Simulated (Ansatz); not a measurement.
# SiH+ (triplet): from Hartree-Fock to the top rungs, def2-QZVPP

One table from this session's results is given with a row withheld; the runs are named, their logs left out.

Method: def2-QZVPP, core rule «outside noble gas», up to 5 orbitals frozen; program: Ansatz 0.2.0, Gaussian basis.

The runs, in order: UHF; ROHF; CCSD(T) on UHF.

2 further runs of the same task are left out: 2 set aside as unsound or not needed.

**The system**

The geometry is a PBE0/def2-TZVP stationary point (not a proven minimum).

2 atoms, charge 1, spin multiplicity 3.

Atoms are counted from 1 here; the program's logs count them from 0.

Bond lengths: Si1–H2 1.547 Å.

Set-up of the first run:

The input, in.yaml:

```yaml
crystal:
  periodic: [false, false, false]
  atoms:
    - {symbol: Si, position_ang: [0.000000, 0.000000, 0.000000]}
    - {symbol: H, position_ang: [0.000000, 0.000000, 1.547200]}
basis:
  gaussian: {orbitals: "def2-QZVPP.json"}
total_charge: 1
magnetization: {spin_polarized: true, initial_magnetization: 2}
hamiltonian: {xc: hf}
output: {orbitals: {seedname: orbitals}}
```

Run with:

```console
ansatz run in.yaml --threads 1 --pin off --events-out ev --progress --plain --max-ram 4096MiB --backend cpu
```

Among the steps run: UHF; ROHF; CCSD(T) on UHF.

One table of the session follows, with a row left open; its other results are not shown here.

```
  method  from UCCSD(T) (meV)
    ROHF              +2066.6
     UHF                    ?
    UMP2               +505.5
   UCCSD                +55.8
UCCSD(T)                    0
```

**Question.** Estimate the row for UHF.

As computed: from UCCSD(T) (meV): +1939.4. In the column «from UCCSD(T) (meV)» it lies between UMP2 (+505.5) and ROHF (+2066.6).
